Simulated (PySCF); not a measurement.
# A diatomic session: OF+

An exercise on one series of results from a longer session: the logs are not shown, and one member is left open.

Program: PySCF 2.14.0. Level of theory: O cc-pVDZ, F cc-pVDZ, no relativity. These are calculated values, not measurements.

Set-up of the first run:

A driver script around PySCF takes these settings:

```yaml
atoms: O, F
charge: 1
basis: O cc-pVDZ, F cc-pVDZ
Hamiltonian: no relativity
basis_functions: 28
electrons_treated: 16
masses_in_u: 15.9949, 18.9984
levels: PBE0, PBE, r²SCAN, BHandHLYP, M06-L, B2PLYP, HSE06, HF, MP2, SCS-MP2, CCSD, CCSD(T)
grid: 80 radial by 434 angular points
occupations: held fixed by the projection of orbital angular momentum
dissociation_limit: O+ + F, each in its ground configuration
starting_distance_in_angstrom: 1.315
values_of_2S_to_try: 0, 2, 4
```

Among the steps run: The job; The PBE0 curve of the state that the search chose; Higher solutions at PBE0; PBE; r²SCAN (meta-GGA); BHandHLYP; M06-L; B2PLYP (double hybrid); HSE06 (range-separated hybrid); UHF (mean field); Adding correlation.

One of the session's tables, all rows but one given; the rest of the session is left out.

```
      level  Re (Å)  ωe (cm⁻¹)  De (eV)
   UHF-CCSD   1.238       1255     2.03
UHF-CCSD(T)   1.245       1238     2.27
        PBE   1.247       1310     4.62
     r²SCAN   1.234       1355     3.54
      M06-L   1.233       1350     3.41
       PBE0   1.214       1449     3.39
      HSE06   1.215       1440     3.37
  BHandHLYP   1.202       1495     2.26
     B2PLYP       ?          ?        ?
```

**Question.** Estimate the row for B2PLYP.

The run gave: Re (Å): 1.232; ωe (cm⁻¹): 1398; De (eV): 3.10. In the column «Re (Å)» it lies between HSE06 (1.215) and M06-L (1.233).

De is counted to O+ + F in their ground configurations. No constants: UHF (too few points lie around the minimum).
